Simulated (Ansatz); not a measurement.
**C2H4FNO: a ladder of functionals and wavefunction methods**

Aim: compute C2H4FNO with functionals from several rungs and with coupled cluster, and see how far each lands from CCSD(T) at the basis-set limit for the atomisation energy.

The runs use Ansatz 0.2.0, Gaussian basis; functionals in def2-TZVPP, the program's frozen cores in correlated methods.

The runs, in order: LDA (SPW92), PBE-D4, revPBE-D4, BLYP-D4, r2SCAN-D4, B97M-V, PBE0-D4, B3LYP-D4, r2SCANh-D4, r2SCAN0-D4, HSE06-D4, BHLYP-D4, CAM-B3LYP-D4, LC-ωPBE, ωB97X-V, ωB97M-V, B2PLYP, PBE-QIDH; CCSD(T)/def2-SVP; CCSD(T)/def2-TZVPP; MP2/def2-QZVPP; extrapolation to the limit; RPA on PBE.

## Step 1: The geometry

The geometry comes from an earlier relaxation with PBE0-D4 in a triple-zeta def2 set; it is a stationary point, not always the lowest conformer.

SMILES `FC1NCO1`, 9 atoms, charge 0, spin multiplicity 1.

Atoms are counted from 1 here; the program's logs count them from 0.

Bond lengths: F1–C2 1.358 Å, C2–N3 1.434 Å, C2–O5 1.399 Å, C2–H6 1.097 Å, N3–C4 1.462 Å, N3–H7 1.010 Å, C4–O5 1.430 Å, C4–H8 1.096 Å, C4–H9 1.094 Å. Angles: F1–C2–N3 113.8°, F1–C2–O5 111.6°, F1–C2–H6 106.0°, N3–C2–O5 93.1°, N3–C2–H6 118.2°, O5–C2–H6 114.0°, C2–N3–C4 86.5°, C2–N3–H7 115.7°, C4–N3–H7 116.6°, N3–C4–O5 90.7°, N3–C4–H8 115.4°, N3–C4–H9 114.9°, O5–C4–H8 111.9°, O5–C4–H9 112.3°, H8–C4–H9 110.4°, C2–O5–C4 89.0°.

## Step 2: LDA

This LDA is Slater exchange with PW92 correlation.

The input, in.yaml:

```yaml
crystal:
  periodic: [false, false, false]
  atoms:
    - {symbol: F, position_ang: [-0.543037, 2.045905, -0.179691]}
    - {symbol: C, position_ang: [0.000713, 0.839775, -0.485327]}
    - {symbol: N, position_ang: [0.598726, 0.174076, 0.635124]}
    - {symbol: C, position_ang: [-0.325266, -0.924599, 0.359813]}
    - {symbol: O, position_ang: [-0.982020, -0.144025, -0.642642]}
    - {symbol: H, position_ang: [0.616068, 1.003688, -1.379062]}
    - {symbol: H, position_ang: [1.583928, -0.030440, 0.547511]}
    - {symbol: H, position_ang: [0.131419, -1.827686, -0.060191]}
    - {symbol: H, position_ang: [-0.992230, -1.183094, 1.187464]}
basis:
  gaussian: {orbitals: def2-TZVPP}
hamiltonian: {xc: lda}
output: {orbitals: {seedname: orbitals}}
```

Started as:

```
$ ansatz run in.yaml --threads 2 --pin off --events-out ev --progress --plain --max-ram 4352MiB
```

Further steps of the session: PBE-D4 (GGA); revPBE-D4 (GGA); BLYP-D4 (GGA); r2SCAN-D4 (meta-GGA); B97M-V (meta-GGA); PBE0-D4 (hybrid); B3LYP-D4 (hybrid); r2SCANh-D4 (hybrid); r2SCAN0-D4 (hybrid); HSE06-D4 (hybrid); BHLYP-D4 (hybrid); CAM-B3LYP-D4 (range-separated); LC-ωPBE (range-separated); ωB97X-V (range-separated); ωB97M-V (range-separated); B2PLYP (double hybrid); PBE-QIDH (double hybrid); CCSD(T) in def2-SVP; CCSD(T) in def2-TZVPP; MP2 in def2-QZVPP; RPA on PBE orbitals.

**Question.** What will the summary of the whole plan be? Wanted: atomisation energy, CCSD(T)/CBS; farthest beyond LDA; mean size of error, GGA; mean size of error, meta-GGA; mean size of error, hybrid; mean size of error, range-separated; mean size of error, double hybrid; gap, smallest and largest; T1 diagnostic.

The runs gave:

| quantity | value |
| --- | --- |
| atomisation energy, CCSD(T)/CBS | 3508.3 kJ/mol |
| functionals within 17.5 kJ/mol (0.5 %) | r2SCAN-D4, B97M-V, B3LYP-D4 |
| farthest beyond LDA | BHLYP-D4 (-167.4 kJ/mol) |
| mean size of error, GGA | 72.5 kJ/mol |
| mean size of error, meta-GGA | 5.1 kJ/mol |
| mean size of error, hybrid | 58.5 kJ/mol |
| mean size of error, range-separated | 30.6 kJ/mol |
| mean size of error, double hybrid | 26.4 kJ/mol |
| gap, smallest and largest | 6.13 eV (BLYP-D4), 13.50 eV (LC-ωPBE) |
| T1 diagnostic | 0.0118 |
| triples share of the correlation energy | 3.7 % |

What this shows: The LDA atomisation energy is off by 691.2 kJ/mol (20 %): it overbinds. PBE-D4 is off by +155.6 kJ/mol. Double hybrids carry the basis error of their MP2 part in triple zeta, and no dispersion term here, so their miss is partly the set-up's. By mean error the best rung here is meta-GGA (5.1 kJ/mol) and the worst beyond LDA is GGA (72.5 kJ/mol). Misses under about 17.5 kJ/mol are within the doubt on the reference itself, which lacks core-valence correlation, relativity and higher excitations. Hartree-Fock recovers 66 % of the binding; the rest is correlation. CCSD(T) in def2-SVP is off by -201.8 kJ/mol, which most functionals beat. Orbital gaps span 6.1 to 13.5 eV; exact exchange widens them.
